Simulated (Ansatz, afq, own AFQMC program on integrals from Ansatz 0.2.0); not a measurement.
# CH$_{3}$Ge, doublet: AFQMC among the cluster methods

```yaml
atoms:
  - { symbol: Ge, position_ang: [0.0000, 0.0000, 0.3544] }
  - { symbol: C, position_ang: [0.0103, 0.0000, -1.6349] }
  - { symbol: H, position_ang: [-1.0513, 0.0000, -1.9236] }
  - { symbol: H, position_ang: [0.4627, 0.8945, -2.0693] }
  - { symbol: H, position_ang: [0.4627, -0.8945, -2.0693] }
```

Connectivity, by distances: Ge–CH3.

Basis cc-pVDZ. Only valence electrons are correlated. Integrals, coupled cluster, full CI and functionals: Ansatz 0.2.0; the random walks run on the same integrals in our own AFQMC program. ph-AFQMC/CISD is guided by a CISD state made of CCSD amplitudes; releasing the constraint for a short imaginary time cuts its bias at the price of noise, slowly where states lie close. Uncertainties: one standard error, sampling alone. No spin–orbit coupling.

Determinant: UHF, the one that the program's search chose, which needn't be the lowest solution. The geometry is a point of a scan.

No full CI on the walks' own integrals is used here. The released AFQMC energy serves as the reference, which it does only where one determinant dominates, the energy is flat over the last release times and near the phaseless one (40 meV or 2 meV an electron, half that with transition metals). On small molecules, where full CI could be run and the noise was under 10 meV, such values lay within 10 meV of it in 19 cases of 20, a flattering rate, since the rule was set on those same cases; what remains of the bias isn't in the error bar.

Cautions: no relativity below Rb; no spin-orbit coupling; inner d shell frozen; the released value is read at 2.40 1/Eh with a noise of 20 meV, more than in the cases checked (meV from the phaseless value at times in 1/Eh: -15 ± 13 at 0.24, -16 ± 13 at 0.51, -7 ± 16 at 0.99, -2 ± 12 at 1.62, -6 ± 20 at 2.40).

The T1 diagnostic is 0.0122 and the weight of the determinant in the CISD state is 0.882. The ⟨S²⟩ of the determinant is 0.763 and the size of the correlated space is 11 electrons in 41 orbitals.

```json
{"level": "MP2", "correlation energy (eV)": "-5.5976"}
{"level": "CCSD", "correlation energy (eV)": "-6.4916"}
{"level": "CCSD(T)", "correlation energy (eV)": "-6.6646"}
```

**Question.** Estimate where phaseless AFQMC with a CISD trial lies against CCSD(T) on the same integrals.

**Answer.** 0.36 ± 0.39 mEh below CCSD(T). The gap is under twice the noise, so this walk alone can't tell the two apart.

Reference: AFQMC with the constraint released, correlation energy -6.680 ± 0.020 eV.

```json
{"level": "CCSD(T)", "E − E(reference) (mEh)": "0.58 ± 0.73", "share of correlation (%)": "99.77"}
{"level": "ph-AFQMC/HF", "E − E(reference) (mEh)": "0.50 ± 2.27", "share of correlation (%)": "99.80"}
{"level": "ph-AFQMC/CISD", "E − E(reference) (mEh)": "0.22 ± 0.83", "share of correlation (%)": "99.91"}
```

A walk keeps the symmetry of its determinant, which the program's search chose and which needn't be the lowest solution, so a lower state of the same spin and another symmetry isn't excluded. Released energies are given only where the last usable release times agree within the noise; a slower fall can still hide under it.
